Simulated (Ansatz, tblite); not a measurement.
**Al(NH2)3 (AlN3H6): charged states by level of theory**

Aim: the energy of removing and adding an electron for Al(NH2)3 (AlN3H6), by energy differences, and how well orbital energies stand in for it.

The runs use Ansatz 0.2.0, Gaussian basis; as each input shows.

Plan: charge +1 doublet, at the geometry of the singlet (PBE0-D4/def2-TZVP, PBE-D4/def2-TZVP, r2SCAN-D4/def2-TZVP); charge -1 doublet, at the geometry of the singlet (PBE0-D4/def2-TZVPD, PBE-D4/def2-TZVPD, r2SCAN-D4/def2-TZVPD); the starting singlet's energies come from earlier runs.

### 1 The structure

The geometry is that of the singlet, from an earlier relaxation (r2SCAN-D4/def2-SVP).

10 atoms, charge 0, spin multiplicity 1.

Atoms are counted from 1 here; the program's logs count them from 0.

Bond lengths: Al1–N2 1.779 Å, Al1–N5 1.779 Å, Al1–N8 1.779 Å, N2–H3 1.014 Å, N2–H4 1.014 Å, N5–H6 1.014 Å, N5–H7 1.014 Å, N8–H9 1.014 Å, N8–H10 1.014 Å. Angles: N2–Al1–N5 120.2°, N2–Al1–N8 119.9°, N5–Al1–N8 120.0°, Al1–N2–H3 125.3°, Al1–N2–H4 125.5°, H3–N2–H4 109.2°, Al1–N5–H6 125.3°, Al1–N5–H7 125.5°, H6–N5–H7 109.2°, Al1–N8–H9 125.4°, Al1–N8–H10 125.4°, H9–N8–H10 109.2°.

### 2 Charge +1 doublet at the fixed geometry, first pass, PBE0-D4/def2-SVP

in.yaml

```yaml
crystal:
  periodic: [false, false, false]
  atoms:
    - {symbol: Al, position_ang: [0.000427, 0.001818, -0.000575]}
    - {symbol: N, position_ang: [1.779055, -0.009178, -0.009314]}
    - {symbol: H, position_ang: [2.359265, -0.811281, -0.230640]}
    - {symbol: H, position_ang: [2.373895, 0.782982, 0.208571]}
    - {symbol: N, position_ang: [-0.883433, 1.545349, 0.003773]}
    - {symbol: H, position_ang: [-1.867050, 1.657227, 0.224784]}
    - {symbol: H, position_ang: [-0.484890, 2.452617, -0.212821]}
    - {symbol: N, position_ang: [-0.895383, -1.534756, 0.004268]}
    - {symbol: H, position_ang: [-0.500955, -2.443427, 0.222386]}
    - {symbol: H, position_ang: [-1.880921, -1.641351, -0.210433]}
basis:
  gaussian: {orbitals: def2-SVP}
total_charge: 1
magnetization: {spin_polarized: true, initial_magnetization: 1}
hamiltonian: {xc: pbe0, dispersion: d4}
output: {orbitals: {seedname: orbitals}}
```

Run with:

```console
> ansatz run in.yaml --threads 4 --pin off --events-out ev --progress --plain --max-ram 3916MiB
```

What it wrote:

```text
Functional definition: PBE0
  name "PBE0"
  cite "Adamo & Barone, J. Chem. Phys. 110, 6158 (1999) doi:10.1063/1.478522"
  cite "Perdew, Burke & Ernzerhof, Phys. Rev. Lett. 77, 3865 (1996) doi:10.1103/PhysRevLett.77.3865"
  parent pbe
  parameter a = 0.25
  parameter kappa = 0.804
  parameter beta = 0.06672455060314922
  exchange = (1 - a)*pbe_x(kappa = kappa, mu = beta*pi^2/3) + a*exact_x
  correlation = pbe_c(beta = beta)
899 factors; integrals over basis functions are off by at most 1.3e-3 eV
mean field evaluation 1: about -11125.6564 eV, gradient 6.9e1 eV
mean field evaluation 2: about -11104.4806 eV, gradient 8.7e1 eV
mean field evaluation 4: about -11143.8208 eV, gradient 1.5e1 eV
mean field evaluation 8: about -11144.9496 eV, gradient 6.5e-1 eV
mean field evaluation 16: about -11145.1465 eV, gradient 1.6e0 eV
mean field evaluation 32: about -11145.2082 eV, gradient 2.6e-2 eV
mean field evaluation 64: about -11145.1193 eV, gradient 8.8e-1 eV
mean field -11145.20853671 eV, -409.5788592305 hartree, gradient 7.1e-6 eV, S^2 0.764576; 6 other end points of the search recorded, 0 dependent functions left out
reference -11145.20856402 eV, -409.5788602342 hartree; 20, 19 occupied and 70, 71 virtual orbitals, 899 factors
Total energy: -11145.32770063 eV, -409.5832384238 hartree
```

Wall time 9.5 s (4 threads of Arm Neoverse N1, shared host).

From the report: HOMO -11.61 eV, LUMO -10.65 eV (over both spins); ⟨S²⟩ 0.765 (pure: 0.75); the next solution that the search met lies 0.001 eV higher.

### 3 Charge +1 doublet at the fixed geometry, PBE0-D4/def2-TZVP

start.molden holds the orbitals of an earlier run on this state, given as this run's starting guess.

in.yaml: that of step 2 with these lines changed.

```diff
@@ -14,3 +14,3 @@
 basis:
-  gaussian: {orbitals: def2-SVP}
+  gaussian: {orbitals: def2-TZVP, initial_orbitals: start.molden}
 total_charge: 1
@@ -18,2 +18,3 @@
 hamiltonian: {xc: pbe0, dispersion: d4}
+scf: {omitted_lower_state_checks: [starts]}
 output: {orbitals: {seedname: orbitals}}
```

Launched as before.

What it wrote:

```text
Functional definition: PBE0
  name "PBE0"
  cite "Adamo & Barone, J. Chem. Phys. 110, 6158 (1999) doi:10.1063/1.478522"
  cite "Perdew, Burke & Ernzerhof, Phys. Rev. Lett. 77, 3865 (1996) doi:10.1103/PhysRevLett.77.3865"
  parent pbe
  parameter a = 0.25
  parameter kappa = 0.804
  parameter beta = 0.06672455060314922
  exchange = (1 - a)*pbe_x(kappa = kappa, mu = beta*pi^2/3) + a*exact_x
  correlation = pbe_c(beta = beta)
these checks for a lower state are left out or cut short: starts
1008 factors; their error is unknown
mean field evaluation 1: about -11149.9802 eV, gradient 8.7e1 eV
mean field evaluation 2: about -11152.8498 eV, gradient 3.0e0 eV
mean field evaluation 4: about -11152.9204 eV, gradient 2.4e-1 eV
mean field evaluation 8: about -11152.9205 eV, gradient 1.5e-5 eV
mean field -11152.92053549 eV, -409.8622699583 hartree, gradient 1.5e-5 eV, S^2 0.765431; 0 other end points of the search recorded, 0 dependent functions left out
reference -11152.92056484 eV, -409.8622710367 hartree; 20, 19 occupied and 146, 147 virtual orbitals, 1008 factors
Total energy: -11153.03970145 eV, -409.8666492263 hartree
Checks for a lower state left out: starts
```

It took 4.3 s on 4 threads of Arm Neoverse N1, shared host.

Report: HOMO -11.78 eV, LUMO -10.79 eV (over both spins); ⟨S²⟩ 0.765 (pure: 0.75).

### 4 Charge +1 doublet at the fixed geometry, PBE-D4/def2-TZVP

in.yaml: that of step 3 with these lines changed.

```diff
@@ -17,3 +17,3 @@
 magnetization: {spin_polarized: true, initial_magnetization: 1}
-hamiltonian: {xc: pbe0, dispersion: d4}
+hamiltonian: {xc: pbe, dispersion: d4}
 scf: {omitted_lower_state_checks: [starts]}
```

Launched as before.

What it wrote:

```text
Functional definition: PBE
  name "PBE"
  cite "Perdew, Burke & Ernzerhof, Phys. Rev. Lett. 77, 3865 (1996) doi:10.1103/PhysRevLett.77.3865"
  parent pbe
  parameter kappa = 0.804
  parameter beta = 0.06672455060314922
  exchange = pbe_x(kappa = kappa, mu = beta*pi^2/3)
  correlation = pbe_c(beta = beta)
these checks for a lower state are left out or cut short: starts
988 factors; their error is unknown
mean field evaluation 1: about -11152.3764 eV, gradient 6.9e0 eV
mean field evaluation 2: about -11152.4849 eV, gradient 1.9e-1 eV
mean field evaluation 4: about -11152.4658 eV, gradient 6.0e-3 eV
mean field -11152.46574886 eV, -409.8455568579 hartree, gradient 7.4e-5 eV, S^2 0.754384; 0 other end points of the search recorded, 0 dependent functions left out
reference -11152.46578878 eV, -409.8455583250 hartree; 20, 19 occupied and 146, 147 virtual orbitals, 988 factors
Total energy: -11152.60653840 eV, -409.8507307781 hartree
Checks for a lower state left out: starts
```

It took 3.1 s on 4 threads of Arm Neoverse N1, shared host.

Report: HOMO -11.04 eV, LUMO -11.26 eV (over both spins; with the spin held, an empty level of the minority spin lies below the top filled one); ⟨S²⟩ 0.754 (pure: 0.75).

### 5 Charge +1 doublet at the fixed geometry, r2SCAN-D4/def2-TZVP

in.yaml: that of step 4 with these lines changed.

```diff
@@ -17,3 +17,3 @@
 magnetization: {spin_polarized: true, initial_magnetization: 1}
-hamiltonian: {xc: pbe, dispersion: d4}
+hamiltonian: {xc: r2scan, dispersion: d4}
 scf: {omitted_lower_state_checks: [starts]}
```

Same command.

What it wrote:

```text
Functional definition: r2SCAN
  name "r2SCAN"
  cite "Furness, Kaplan, Ning, Perdew & Sun, J. Phys. Chem. Lett. 11, 8208 (2020) doi:10.1021/acs.jpclett.0c02405"
  cite "Furness, Kaplan, Ning, Perdew & Sun, J. Phys. Chem. Lett. 11, 9248 (2020) doi:10.1021/acs.jpclett.0c03077"
  parent r2scan
  parameter k0 = 0.174
  parameter k1 = 0.065
  parameter a1 = 4.9479
  exchange = r2scan_x(k0 = k0, k1 = k1, a1 = a1)
  correlation = r2scan_c
these checks for a lower state are left out or cut short: starts
988 factors; their error is unknown
mean field evaluation 1: about -11158.4292 eV, gradient 3.8e0 eV
mean field evaluation 2: about -11158.4616 eV, gradient 6.2e-2 eV
mean field evaluation 4: about -11158.4430 eV, gradient 1.4e-3 eV
mean field -11158.44302038 eV, -410.0652175346 hartree, gradient 5.1e-5 eV, S^2 0.760419; 0 other end points of the search recorded, 0 dependent functions left out
reference -11158.44303429 eV, -410.0652180459 hartree; 20, 19 occupied and 146, 147 virtual orbitals, 988 factors
Total energy: -11158.47783812 eV, -410.0664970628 hartree
Checks for a lower state left out: starts
```

Run time: 7.5 s. Hardware: 4 threads of Arm Neoverse N1, shared host.

From the report: HOMO -11.08 eV, LUMO -11.27 eV (over both spins; with the spin held, an empty level of the minority spin lies below the top filled one); ⟨S²⟩ 0.760 (pure: 0.75).

### 6 Vertical ionisation energy

Charged state less starting state, singlet to doublet; the starting state's energies are those of its earlier runs.

```
              level  vertical ionisation energy (eV)   time
   PBE-D4/def2-TZVP                            +8.31  4.8 s
r2SCAN-D4/def2-TZVP                            +8.46   11 s
  PBE0-D4/def2-TZVP                            +8.78  6.5 s
```

Times add the two runs; a level without a time comes out of a correlated run.

Beside −ε(HOMO) of the starting state:

| level | −ε(HOMO) (eV) | by difference (eV) | mismatch (eV) |
| --- | --- | --- | --- |
| PBE-D4/def2-TZVP | 5.28 | 8.31 | -3.02 |
| r2SCAN-D4/def2-TZVP | 5.58 | 8.46 | -2.88 |
| PBE0-D4/def2-TZVP | 6.72 | 8.78 | -2.06 |

### 7 Charge -1 doublet at the fixed geometry, first pass, PBE0-D4/def2-SVP

in.yaml: that of step 5 with these lines changed.

```diff
@@ -14,7 +14,6 @@
 basis:
-  gaussian: {orbitals: def2-TZVP, initial_orbitals: start.molden}
-total_charge: 1
+  gaussian: {orbitals: def2-SVP}
+total_charge: -1
 magnetization: {spin_polarized: true, initial_magnetization: 1}
-hamiltonian: {xc: r2scan, dispersion: d4}
-scf: {omitted_lower_state_checks: [starts]}
+hamiltonian: {xc: pbe0, dispersion: d4}
 output: {orbitals: {seedname: orbitals}}
```

Launched as before.

What it wrote:

```text
Functional definition: PBE0
  name "PBE0"
  cite "Adamo & Barone, J. Chem. Phys. 110, 6158 (1999) doi:10.1063/1.478522"
  cite "Perdew, Burke & Ernzerhof, Phys. Rev. Lett. 77, 3865 (1996) doi:10.1103/PhysRevLett.77.3865"
  parent pbe
  parameter a = 0.25
  parameter kappa = 0.804
  parameter beta = 0.06672455060314922
  exchange = (1 - a)*pbe_x(kappa = kappa, mu = beta*pi^2/3) + a*exact_x
  correlation = pbe_c(beta = beta)
899 factors; integrals over basis functions are off by at most 1.3e-3 eV
mean field evaluation 1: about -11143.4597 eV, gradient 4.4e1 eV
mean field evaluation 2: about -11135.5411 eV, gradient 6.0e1 eV
mean field evaluation 4: about -11151.3142 eV, gradient 1.8e-1 eV
mean field evaluation 8: about -11151.5149 eV, gradient 4.9e-2 eV
mean field evaluation 16: about -11151.5149 eV, gradient 5.8e-5 eV
mean field -11151.51490579 eV, -409.8106140197 hartree, gradient 5.8e-5 eV, S^2 0.752404; 0 other end points of the search recorded, 0 dependent functions left out
reference -11151.51494512 eV, -409.8106154650 hartree; 21, 20 occupied and 69, 70 virtual orbitals, 899 factors
Total energy: -11151.67263769 eV, -409.8164105600 hartree
```

Run time: 2.4 s. Hardware: 4 threads of Arm Neoverse N1, shared host.

Report: HOMO 3.71 eV, LUMO 5.33 eV (over both spins); ⟨S²⟩ 0.752 (pure: 0.75). Doubts: highest occupied level lies above zero.

### 8 Charge -1 doublet at the fixed geometry, PBE0-D4/def2-TZVPD

in.yaml: that of step 7 with these lines changed.

```diff
@@ -14,3 +14,3 @@
 basis:
-  gaussian: {orbitals: def2-SVP}
+  gaussian: {orbitals: def2-TZVPD, initial_orbitals: start.molden}
 total_charge: -1
@@ -18,2 +18,3 @@
 hamiltonian: {xc: pbe0, dispersion: d4}
+scf: {omitted_lower_state_checks: [starts]}
 output: {orbitals: {seedname: orbitals}}
```

The command is unchanged.

What it wrote:

```text
Functional definition: PBE0
  name "PBE0"
  cite "Adamo & Barone, J. Chem. Phys. 110, 6158 (1999) doi:10.1063/1.478522"
  cite "Perdew, Burke & Ernzerhof, Phys. Rev. Lett. 77, 3865 (1996) doi:10.1103/PhysRevLett.77.3865"
  parent pbe
  parameter a = 0.25
  parameter kappa = 0.804
  parameter beta = 0.06672455060314922
  exchange = (1 - a)*pbe_x(kappa = kappa, mu = beta*pi^2/3) + a*exact_x
  correlation = pbe_c(beta = beta)
these checks for a lower state are left out or cut short: starts
1137 factors; their error is unknown
mean field evaluation 1: about -11156.0616 eV, gradient 9.2e1 eV
mean field evaluation 2: about -11160.1199 eV, gradient 5.4e0 eV
mean field evaluation 4: about -11161.2646 eV, gradient 8.7e-2 eV
mean field evaluation 8: about -11161.2825 eV, gradient 1.2e-5 eV
mean field -11161.28245423 eV, -410.1695648040 hartree, gradient 6.7e-5 eV, S^2 0.750454; 0 other end points of the search recorded, 0 dependent functions left out
reference -11161.28249080 eV, -410.1695661481 hartree; 21, 20 occupied and 187, 188 virtual orbitals, 1137 factors
Total energy: -11161.44018337 eV, -410.1753612430 hartree
Checks for a lower state left out: starts
```

Wall time 8.5 s (4 threads of Arm Neoverse N1, shared host); peak memory 0.57 GiB.

From the report: HOMO 1.51 eV, LUMO 2.63 eV (over both spins); ⟨S²⟩ 0.750 (pure: 0.75). Doubts: highest occupied level lies above zero.

### 9 Charge -1 doublet at the fixed geometry, PBE-D4/def2-TZVPD

in.yaml: that of step 8 with these lines changed.

```diff
@@ -17,3 +17,3 @@
 magnetization: {spin_polarized: true, initial_magnetization: 1}
-hamiltonian: {xc: pbe0, dispersion: d4}
+hamiltonian: {xc: pbe, dispersion: d4}
 scf: {omitted_lower_state_checks: [starts]}
```

The command is unchanged.

What it wrote:

```text
Functional definition: PBE
  name "PBE"
  cite "Perdew, Burke & Ernzerhof, Phys. Rev. Lett. 77, 3865 (1996) doi:10.1103/PhysRevLett.77.3865"
  parent pbe
  parameter kappa = 0.804
  parameter beta = 0.06672455060314922
  exchange = pbe_x(kappa = kappa, mu = beta*pi^2/3)
  correlation = pbe_c(beta = beta)
these checks for a lower state are left out or cut short: starts
1107 factors; their error is unknown
mean field evaluation 1: about -11160.4499 eV, gradient 7.0e0 eV
mean field evaluation 2: about -11160.5481 eV, gradient 1.4e-1 eV
mean field evaluation 4: about -11160.5328 eV, gradient 3.2e-3 eV
mean field evaluation 8: about -11160.5328 eV, gradient 1.9e-5 eV
mean field -11160.53276157 eV, -410.1420141068 hartree, gradient 1.9e-5 eV, S^2 0.750398; 0 other end points of the search recorded, 0 dependent functions left out
reference -11160.53281043 eV, -410.1420159023 hartree; 21, 20 occupied and 187, 188 virtual orbitals, 1107 factors
Total energy: -11160.71887598 eV, -410.1488536851 hartree
Checks for a lower state left out: starts
```

Wall time 6.5 s (4 threads of Arm Neoverse N1, shared host).

HOMO 1.76 eV, LUMO 2.13 eV (over both spins); ⟨S²⟩ 0.750 (pure: 0.75). Doubts: highest occupied level lies above zero.

### 10 Charge -1 doublet at the fixed geometry, r2SCAN-D4/def2-TZVPD

in.yaml: that of step 9 with these lines changed.

```diff
@@ -17,3 +17,3 @@
 magnetization: {spin_polarized: true, initial_magnetization: 1}
-hamiltonian: {xc: pbe, dispersion: d4}
+hamiltonian: {xc: r2scan, dispersion: d4}
 scf: {omitted_lower_state_checks: [starts]}
```

Launched as before.

What it wrote:

```text
Functional definition: r2SCAN
  name "r2SCAN"
  cite "Furness, Kaplan, Ning, Perdew & Sun, J. Phys. Chem. Lett. 11, 8208 (2020) doi:10.1021/acs.jpclett.0c02405"
  cite "Furness, Kaplan, Ning, Perdew & Sun, J. Phys. Chem. Lett. 11, 9248 (2020) doi:10.1021/acs.jpclett.0c03077"
  parent r2scan
  parameter k0 = 0.174
  parameter k1 = 0.065
  parameter a1 = 4.9479
  exchange = r2scan_x(k0 = k0, k1 = k1, a1 = a1)
  correlation = r2scan_c
these checks for a lower state are left out or cut short: starts
1107 factors; their error is unknown
mean field evaluation 1: about -11166.4444 eV, gradient 3.8e0 eV
mean field evaluation 2: about -11166.4735 eV, gradient 4.4e-2 eV
mean field evaluation 4: about -11166.4587 eV, gradient 6.9e-4 eV
mean field evaluation 8: about -11166.4587 eV, gradient 2.0e-5 eV
mean field -11166.45865723 eV, -410.3597867557 hartree, gradient 2.1e-5 eV, S^2 0.750860; 0 other end points of the search recorded, 0 dependent functions left out
reference -11166.45869012 eV, -410.3597879644 hartree; 21, 20 occupied and 187, 188 virtual orbitals, 1107 factors
Total energy: -11166.50583123 eV, -410.3615203682 hartree
Checks for a lower state left out: starts
```

Run time: 12 s. Hardware: 4 threads of Arm Neoverse N1, shared host.

HOMO 1.77 eV, LUMO 2.40 eV (over both spins); ⟨S²⟩ 0.751 (pure: 0.75). Doubts: highest occupied level lies above zero.

### 11 Vertical electron affinity

Starting state less charged state (positive: the electron is bound), singlet to doublet; the starting state's energies are those of its earlier runs.

| level | vertical electron affinity (eV) | time |
| --- | --- | --- |
| PBE-D4/def2-TZVPD | -0.34 | 9.2 s |
| r2SCAN-D4/def2-TZVPD | -0.54 | 16 s |
| PBE0-D4/def2-TZVPD | -0.50 | 12 s |

Times add the two runs; a level without a time comes out of a correlated run.

Beside −ε(LUMO) of the starting state:

```csv
level,−ε(LUMO) (eV),by difference (eV),mismatch (eV)
PBE-D4/def2-TZVPD,1.08,-0.34,+1.43
r2SCAN-D4/def2-TZVPD,0.52,-0.54,+1.05
PBE0-D4/def2-TZVPD,0.44,-0.50,+0.94
```

### 12 Summary of results

```
                                             quantity                                   value
 vertical ionisation energy, functionals in def2-TZVP      8.31 (PBE-D4) to 8.78 eV (PBE0-D4)
vertical electron affinity, functionals in def2-TZVPD  -0.54 (r2SCAN-D4) to -0.34 eV (PBE-D4)
```

In words: The vertical ionisation energy spans 8.31 to 8.78 eV over the functionals. −ε(HOMO) misses the level's own difference by -2.06 eV at best (PBE0-D4) and -3.02 eV at worst (PBE-D4). The vertical electron affinity spans -0.54 to -0.34 eV over the functionals. A negative affinity means an unbound electron, held by the basis alone. −ε(LUMO) misses the level's own difference by +0.94 eV at best (PBE0-D4) and +1.43 eV at worst (PBE-D4).
